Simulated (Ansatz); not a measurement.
# BFH2N− (SMILES [NH-]BF): functionals against CCSD(T) at one geometry

An exercise on one series of results from a longer session: the logs are not shown, and one member is left open.

Computed with Ansatz 0.2.0, Gaussian basis. Level: single points in def2-TZVPPD.

Cores are frozen in the correlated methods.

## The starting structure

SMILES `[NH-]BF`, 5 atoms, charge -1, spin multiplicity 1.

Atoms are counted from 1 here; the program's logs count them from 0.

Bond lengths: N1–B2 1.360 Å, N1–H4 1.068 Å, B2–F3 1.503 Å, B2–H5 1.236 Å. Angles: B2–N1–H4 116.1°, N1–B2–F3 125.8°, N1–B2–H5 124.1°, F3–B2–H5 110.0°.

As a file:

```xyz
5

N    -1.0374   -0.0947    0.1403
B     0.3183   -0.0652    0.2403
F     1.2717    0.3446   -0.8463
H    -1.4476    0.2286   -0.7916
H     0.9474   -0.4243    1.2412
```

Set-up of the first run:

Contents of run/in.yaml:

```yaml
crystal:
  periodic: [false, false, false]
  atoms:
    - {symbol: N, position_ang: [-1.037400, -0.094700, 0.140300]}
    - {symbol: B, position_ang: [0.318300, -0.065200, 0.240300]}
    - {symbol: F, position_ang: [1.271700, 0.344600, -0.846300]}
    - {symbol: H, position_ang: [-1.447600, 0.228600, -0.791600]}
    - {symbol: H, position_ang: [0.947400, -0.424300, 1.241200]}
basis:
  gaussian: {orbitals: "def2-TZVPPD.json"}
total_charge: -1
correlation: {method: ccsd_t}
output: {forces: true}
```

The basis file named in the input lies beside it (Basis Set Exchange, JSON).

No record of the launch command was kept for these runs.

Among the steps run: CCSD(T)/def2-TZVPPD; PBE0-D4/def2-TZVPPD; wB97M-V/def2-TZVPPD; r2SCAN-D4/def2-TZVPPD; PBE-D4/def2-TZVPPD; r2SCAN0-D4/def2-TZVPPD; BHLYP-D4/def2-TZVPPD.

One table of the session follows, with a row left open; its other results are not shown here.

```
    method  RMS force component (eV/Å)  angle to CCSD(T) forces (°)
   CCSD(T)                       0.830                    reference
   PBE0-D4                       0.827                         15.0
   wB97M-V                       0.789                         15.5
 r2SCAN-D4                       0.770                         11.5
    PBE-D4                       0.652                          6.3
r2SCAN0-D4                       0.906                         18.1
  BHLYP-D4                           ?                            ?
```

Estimate the missing values for BHLYP-D4.

The run gave: RMS force component (eV/Å): 0.970; angle to CCSD(T) forces (°): 22.5. In the column «RMS force component (eV/Å)» it is the highest.
